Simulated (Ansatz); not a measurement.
Scan of [H···H···Si], triplet

Starting geometry:

```yaml
atoms:
  - { symbol: H, position_ang: [0.0000, 0.0000, -1.1670] }
  - { symbol: H, position_ang: [0.0000, 0.0000, -0.4220] }
  - { symbol: Si, position_ang: [0.0000, 0.0000, 1.5890] }
```

From there H2 is moved from one fragment to the other while all else, the fragments' distance too, stays fixed; atoms are numbered as listed. Energies are in eV, counted from the starting geometry at the same level.

Basis cc-pVTZ; Ansatz 0.2.0. Only valence electrons are correlated (noble-gas cores frozen). R marks a restricted (for open shells ROHF) determinant, U an unrestricted one. Active spaces: valence = (6e, 6o) chosen from the atoms' valence shells.

Unrestricted rows (U) aren't spin-pure: their determinants' ⟨S²⟩ exceeds S(S+1) by up to 0.21, so they mix in states of higher spin. Coupled cluster chose its determinant by trial CCSD, here up to 0.08 eV above the lowest Hartree–Fock solution of its kind, and MP2 stands on that determinant too. For open shells CISD is restricted-active-space CI with the open shells as a complete middle space. Runs in a small pair space aren't shown, since their orbitals change along the scan. The reference follows the lowest state, whose symmetry changes from Σ⁻ or Δ to Π between 1.071 and 1.153.

Full CI is exact within this basis and frozen core; it isn't the basis-set limit. The frozen core follows each run's orbitals, which can shift R against U totals by a few meV.

```json
{"distance H1-H2 (Å)": "0.693", "full CI": "0.037", "unpaired electrons (full CI)": "2.05", "error RMP2": "-0.011", "error UMP2": "-0.011", "error CISD": "-0.008", "error RCCSD(T)": "-0.001", "error RCCSDT": "0.000", "error MRCISD+Q(relaxed) (valence space)": "-0.001"}
{"distance H1-H2 (Å)": "0.745", "full CI": "0.000", "unpaired electrons (full CI)": "2.05", "error RMP2": "0.000", "error UMP2": "0.000", "error CISD": "0.000", "error RCCSD(T)": "0.000", "error RCCSDT": "0.000", "error MRCISD+Q(relaxed) (valence space)": "0.000"}
{"distance H1-H2 (Å)": "0.827", "full CI": "0.126", "unpaired electrons (full CI)": "2.06", "error RMP2": "0.021", "error UMP2": "0.021", "error CISD": "0.014", "error RCCSD(T)": "0.002", "error RCCSDT": "0.000", "error MRCISD+Q(relaxed) (valence space)": "0.001"}
{"distance H1-H2 (Å)": "0.908", "full CI": "0.389", "unpaired electrons (full CI)": "2.07", "error RMP2": "0.049", "error UMP2": "0.046", "error CISD": "0.032", "error RCCSD(T)": "0.004", "error RCCSDT": "0.001", "error MRCISD+Q(relaxed) (valence space)": "0.003"}
{"distance H1-H2 (Å)": "0.990", "full CI": "0.732", "unpaired electrons (full CI)": "2.09", "error RMP2": "0.085", "error UMP2": "0.079", "error CISD": "0.055", "error RCCSD(T)": "0.007", "error RCCSDT": "0.002", "error MRCISD+Q(relaxed) (valence space)": "0.004"}
{"distance H1-H2 (Å)": "1.071", "full CI": "1.110", "unpaired electrons (full CI)": "2.12", "error RMP2": "0.134", "error UMP2": "0.247", "error CISD": "0.085", "error RCCSD(T)": "0.012", "error RCCSDT": "0.003", "error MRCISD+Q(relaxed) (valence space)": "0.005"}
{"distance H1-H2 (Å)": "1.153", "full CI": "1.380", "unpaired electrons (full CI)": "2.07", "error RMP2": "0.100", "error UMP2": "0.089", "error CISD": "0.051", "error RCCSD(T)": "0.007", "error RCCSDT": "0.002", "error MRCISD+Q(relaxed) (valence space)": "-0.002"}
{"distance H1-H2 (Å)": "1.234", "full CI": "1.514", "unpaired electrons (full CI)": "2.07", "error RMP2": "0.075", "error UMP2": "0.059", "error CISD": "0.035", "error RCCSD(T)": "0.005", "error RCCSDT": "0.001", "error MRCISD+Q(relaxed) (valence space)": "-0.001"}
{"distance H1-H2 (Å)": "1.316", "full CI": "1.676", "unpaired electrons (full CI)": "2.07", "error RMP2": "0.037", "error UMP2": "0.029", "error CISD": "0.018", "error RCCSD(T)": "0.003", "error RCCSDT": "0.001", "error MRCISD+Q(relaxed) (valence space)": "-0.001"}
```

Unpaired electrons are Σ n²(2−n)² over natural occupations. Errors are those of relative energies. In total energy the starting point itself misses full CI by: RMP2 0.793, UMP2 0.803, CISD 0.222, RCCSD(T) 0.026, RCCSDT 0.003, MRCISD+Q(relaxed) (valence space) -0.018 eV.

Spread of the error over the points with a reference, to 1.316 Å (largest less smallest): RCCSDT 0.003, MRCISD+Q(relaxed) (valence space) 0.007, RCCSD(T) 0.013, CISD 0.092, RMP2 0.144, UMP2 0.259 eV.
